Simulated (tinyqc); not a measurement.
The basis set: RHF and MP2 along a ladder of basis sets, for H2O, spin multiplicity 1. Computed by the program tinyqc with PySCF. Same geometry throughout; the dipole is taken about the origin.

Geometry (angstrom):
```
atom,x,y,z
O,0.0000,0.0000,0.0000
H,0.0000,0.7900,0.4850
H,0.0000,-0.8360,0.5130
```

RHF and frozen-core MP2 in a ladder of bases:
```
basis,functions,E(RHF) (hartree),E(MP2 corr) (hartree),HOMO (eV),LUMO (eV),dipole (debye)
sto-3g,7,-74.950507,-0.033640,-10.3483,15.7188,1.6406
3-21g,13,-75.581994,-0.119546,-12.8416,7.1827,2.2286
6-31g,13,-75.982993,-0.126818,-13.4756,5.5936,2.3964
6-31g**,24,-76.018061,-0.193685,-13.3755,5.8824,1.9493
cc-pvdz,24,-76.021358,-0.200515,-13.2969,5.0940,1.8484
aug-cc-pvdz,41,-76.036925,-0.218639,-13.7700,0.9886,1.7816
cc-pvtz,58,-76.052673,-0.260457,-13.6178,3.9103,1.8116
```

What does the comparison show, and why?

From cc-pVDZ to cc-pVTZ the RHF energy falls by 31.3 mhartree and the correlation energy by 59.9. If valence correlation converges as X^-3, (27 E(T) - 8 E(D))/19 gives -0.2857 hartree, a rough estimate from such small X that usually falls short; STO-3G holds about 12 % of it. Beyond STO-3G the LUMO moves by 6.2 eV and the HOMO by 0.9 eV; diffuse functions lower the positive LUMO sharply, since an unbound virtual level tracks the most diffuse function.
